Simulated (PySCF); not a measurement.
Ethanethial, C2H4S.
InChI=1S/C2H4S/c1-2-3/h2H,1H3

Computed, not measured: EOM-IP-CCSD/aug-cc-pVDZ in PySCF, restricted Hartree–Fock reference, frozen core, non-relativistic, gas phase, PBE0-D3(BJ)/def2-SVP geometry.

Hartree–Fock orbital energies give these Koopmans values (eV): HOMO 9.30, HOMO-1 10.82, HOMO-2 13.90, HOMO-3 15.45, HOMO-4 16.09, HOMO-5 17.14, HOMO-6 20.96.

Question: What vertical ionisation energies does EOM-IP-CCSD give?

Answer: 
```
leading hole (HF orbital)  Koopmans (eV)  EOM-IP-CCSD (eV)  change (eV)  one-hole share
                     HOMO           9.30              8.77        -0.53            0.95
                   HOMO-1          10.82             10.98        +0.16            0.96
                   HOMO-2          13.90             12.98        -0.92            0.95
                   HOMO-3          15.45             14.13        -1.32            0.94
                   HOMO-4          16.09             15.08        -1.01            0.94
                   HOMO-5          17.14             15.60        -1.54            0.92
                   HOMO-6          20.96             18.48        -2.48            0.84
```

Question: Does the order of the lines follow the orbital energies?

Answer: Yes, no two lines change places. The corrections run from -2.48 to +0.16 eV, with a mean of -1.09 eV over the 7 lines; EOM-IP-CCSD lies above the Koopmans value for HOMO-1.

Question: At what kinetic energies would He I light (21.22 eV) eject these electrons?

Answer: 12.45 eV (HOMO), 10.24 eV (HOMO-1), 8.24 eV (HOMO-2), 7.09 eV (HOMO-3), 6.14 eV (HOMO-4), 5.62 eV (HOMO-5), 2.74 eV (HOMO-6).

Question: What total energy has the lowest final state, and which wavelength reaches it?

Answer: E(CCSD) + ionisation energy = -476.04739 + 0.32217 = -475.72522 Eh, at the geometry of the initial state. The threshold wavelength is 1239.84 eV nm/8.77 eV = 141.4 nm.

One root was sought for each valence orbital with −ε under 21 eV, eight at most, so deeper holes and satellites are missing; no vibrational structure.

The run took 4.9 min on one thread, Arm Neoverse V2 (aarch64), shared host, and the process peaked at 1.1 GiB of memory.
